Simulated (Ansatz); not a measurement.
Geometry optimisation, Ansatz, RKS PBE0/def2-SVP.

input.yaml

```yaml
crystal:
  periodic: [false, false, false]
  atoms:
    - { symbol: "N", position_ang: [-0.65688, 0.29479, -0.68514] }
    - { symbol: Al, position_ang: [0.54171, -0.23013, 0.57948] }
    - { symbol: S, position_ang: [1.4883, -2.07674, 0.87437] }
    - { symbol: H, position_ang: [-1.07576, 1.21225, -0.77788] }
    - { symbol: H, position_ang: [-1.02036, -0.29181, -1.42788] }
    - { symbol: H, position_ang: [0.72299, 1.09165, 1.43705] }
total_charge: -1
basis:
  gaussian: { orbitals: def2-SVP }
hamiltonian:
  xc: pbe0
relax:
  f_tol: 0.015
  max_steps: 40
```

Run as:

```bash
$ ansatz run input.yaml --threads 1 --pin off --max-ram 2048MiB --backend cpu --events-out ev --progress --plain --runs-dir out
```

Q: Where does it end, and by what steps?

A: The forces met the threshold. Limits of this set-up: an anion without diffuse functions. After 4 steps the energy has fallen by 0.030 eV; S3 moved furthest, 0.08 Å.

```csv
step,energy less start (eV),largest force component (eV/Å),accepted
0,0.0000,0.475,yes
1,-0.0272,0.149,yes
2,-0.0291,0.065,yes
3,-0.0296,0.032,yes
4,-0.0297,0.007,yes
```

```xyz
6
Properties=species:S:1:pos:R:3
N -0.655 0.280 -0.692
Al 0.543 -0.206 0.586
S 1.439 -2.074 0.815
H -1.074 1.199 -0.781
H -0.998 -0.338 -1.419
H 0.745 1.140 1.491
```

Whether the end is a true minimum wasn't checked by a vibrational analysis.

Run time: 22 s on 1 thread of Intel(R) Xeon(R) Processor @ 2.50GHz (Skylake/Cascade Lake), on a shared host, peak memory 0.14 GiB.
